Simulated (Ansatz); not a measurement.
**Tetramethylammonium (C₄H₁₂N+): small, medium and large basis sets**

How large a basis does tetramethylammonium (C₄H₁₂N+) need? Two functionals are run in growing sets.

Program: Ansatz 0.2.0, Gaussian basis. Level of theory: one geometry, several basis sets. These are calculated values, not measurements.

The runs, in order: PBE0-D4/def2-SVP; ωB97M-V/def2-SVP; PBE0-D4/def2-QZVPP; ωB97M-V/def2-QZVPP; the functionals' def2-TZVPP values are taken from earlier runs.

## 1. Structure used throughout

An earlier PBE0-D4 in a triple-zeta def2 set relaxation fixed the geometry.

17 atoms, charge 1, spin multiplicity 1.

Atoms are counted from 1 here; the program's logs count them from 0.

Bond lengths: C1–N2 1.490 Å, C1–H6 1.089 Å, C1–H7 1.089 Å, C1–H8 1.089 Å, N2–C3 1.490 Å, N2–C4 1.490 Å, N2–C5 1.490 Å, C3–H9 1.089 Å, C3–H10 1.089 Å, C3–H11 1.089 Å, C4–H12 1.089 Å, C4–H13 1.089 Å, C4–H14 1.089 Å, C5–H15 1.089 Å, C5–H16 1.089 Å, C5–H17 1.089 Å. Angles: N2–C1–H6 108.9°, N2–C1–H7 108.9°, N2–C1–H8 108.9°, H6–C1–H7 110.0°, H6–C1–H8 110.0°, H7–C1–H8 110.0°, C1–N2–C3 109.5°, C1–N2–C4 109.5°, C1–N2–C5 109.5°, C3–N2–C4 109.5°, C3–N2–C5 109.5°, C4–N2–C5 109.5°, N2–C3–H9 108.9°, N2–C3–H10 108.9°, N2–C3–H11 108.9°, H9–C3–H10 110.0°, H9–C3–H11 110.0°, H10–C3–H11 110.0° and more.

## 2. PBE0-D4 in def2-SVP

in.yaml reads:

```yaml
crystal:
  periodic: [false, false, false]
  atoms:
    - {symbol: C, position_ang: [-0.234035, 0.553805, -1.362793]}
    - {symbol: N, position_ang: [-0.000003, -0.000001, 0.000005]}
    - {symbol: C, position_ang: [1.350265, 0.409547, 0.477226]}
    - {symbol: C, position_ang: [-0.079923, -1.486623, -0.047724]}
    - {symbol: C, position_ang: [-1.036298, 0.523269, 0.933283]}
    - {symbol: H, position_ang: [-0.171604, 1.639742, -1.318180]}
    - {symbol: H, position_ang: [0.526329, 0.164377, -2.037582]}
    - {symbol: H, position_ang: [-1.223276, 0.251169, -1.701854]}
    - {symbol: H, position_ang: [1.512746, -0.001225, 1.472223]}
    - {symbol: H, position_ang: [1.398285, 1.496619, 0.510599]}
    - {symbol: H, position_ang: [2.100101, 0.024529, -0.211732]}
    - {symbol: H, position_ang: [0.090441, -1.881700, 0.952293]}
    - {symbol: H, position_ang: [0.681772, -1.859496, -0.730318]}
    - {symbol: H, position_ang: [-1.068843, -1.775987, -0.399086]}
    - {symbol: H, position_ang: [-0.856093, 0.114614, 1.926095]}
    - {symbol: H, position_ang: [-2.018699, 0.217720, 0.577376]}
    - {symbol: H, position_ang: [-0.971143, 1.609630, 0.960168]}
basis:
  gaussian: {orbitals: def2-SVP}
total_charge: 1
hamiltonian: {xc: pbe0, dispersion: d4}
output: {orbitals: {seedname: orbitals}}
```

Launch:

```bash
ansatz run in.yaml --threads 4 --pin off --events-out ev --progress --plain --max-ram 11315MiB
```

Further steps of the session: ωB97M-V in def2-SVP; PBE0-D4 in def2-QZVPP; ωB97M-V in def2-QZVPP.

Before running them: what should the planned runs give, taken together? Wanted: PBE0-D4: double and triple zeta above quadruple; ωB97M-V: double and triple zeta above quadruple.

**Answer**, as computed:

| quantity | value |
| --- | --- |
| PBE0-D4: double and triple zeta above quadruple | 6.73, 0.34 eV |
| ωB97M-V: double and triple zeta above quadruple | 7.17, 0.34 eV |

PBE0-D4 gains 6.40 eV from double to triple zeta, then 0.34 eV more. Total energies overstate the basis error of differences, where much of it tends to cancel.
